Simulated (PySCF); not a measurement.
Working out the electron affinity of Cl

Cl⁻ [Ar] (1S) → Cl [Ne] 3s2 3p5 (2P). Computed with PySCF 2.14 in aug-cc-pV(T+d)Z with one added diffuse shell each of s, p, d, f type (7s6p5d3f, 71 functions), with the non-relativistic Hamiltonian (point nucleus). Frozen: [Ne]. Energies in hartree (1 hartree = 27.21139 eV):

```csv
part,Cl⁻ (lower),Cl (upper)
UHF,-459.573485,-459.486133
CCSD correlation,-0.223764,-0.185628
(T),-0.009879,-0.006437
```

Question: What does Hartree-Fock give?

Answer: (-459.486133) − (-459.573485) = 0.087352 hartree = 2.377 eV.

Question: What do CCSD and CCSD(T) give?

Answer: The CCSD correlation energies differ by 0.038136 hartree = 1.038 eV and the triples by 0.003442 hartree = 0.094 eV, so CCSD gives 3.415 eV and CCSD(T) 3.509 eV.

A first-order spin-orbit estimate adds -0.034 eV to CCSD(T) (valence), giving 3.475 eV against 3.613 eV (measured; photodetachment measurements, as compiled on the Wikipedia data page of electron affinities).

What remains against the reference includes basis incompleteness, the frozen core and higher excitations.
